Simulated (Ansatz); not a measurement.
bcc Na was calculated with PBE (PAW; Ansatz, a quantum-chemistry and plane-wave program).

Settings: plane-wave cutoff 520 eV, 18×18×18 k mesh, Fermi–Dirac smearing 0.05 eV, scalar-relativistic PAW data made under PBE.

Energies at three volumes about the minimum:

```
V (Å³/atom)  E − E_lowest (meV/atom)
-----------  -----------------------
36.227                          0.37
36.966                          0.00
37.706                          0.35
```

**Question.** Fit a parabola by hand: where is the minimum, what lattice constant follows, and what is the bulk modulus?

**Answer.** Slopes: (0.00 − 0.37)/(36.966 − 36.227) = -0.501 and (0.35 − 0.00)/(37.706 − 36.966) = 0.473 meV/Å³. Curvature E″ = 2 × (0.473 − (-0.501))/(37.706 − 36.227) = 1.317 meV/Å⁶. From the middle of the first interval, the slope vanishes at V0 = 36.5965 − (-0.501)/1.317 = 36.977 Å³/atom. B = V0 E″ = 36.977 × 1.317 meV/Å³ × 0.1602 GPa per meV/Å³ = 7.80 GPa. With 2 atoms in the cube, a = (2 × 36.977)^(1/3) = 4.197 Å. The full Birch–Murnaghan fit to all volumes gives V0 = 36.964 Å³/atom and B0 = 7.8 GPa.

Measured, for comparison: bulk modulus 7.9 GPa (0 K value with the zero-point phonon effect removed, sources range from 7.6 to 7.9; as tabulated in Mejia-Rodriguez and Trickey (2018), arXiv:1807.09216); lattice constant a 4.214 Å (static lattice: zero-point anharmonic expansion removed, sources range from 4.207 to 4.214; as tabulated in Mejia-Rodriguez and Trickey (2018), arXiv:1807.09216). Computed less measured: bulk modulus -1.3 % (inside the range of the sources held).
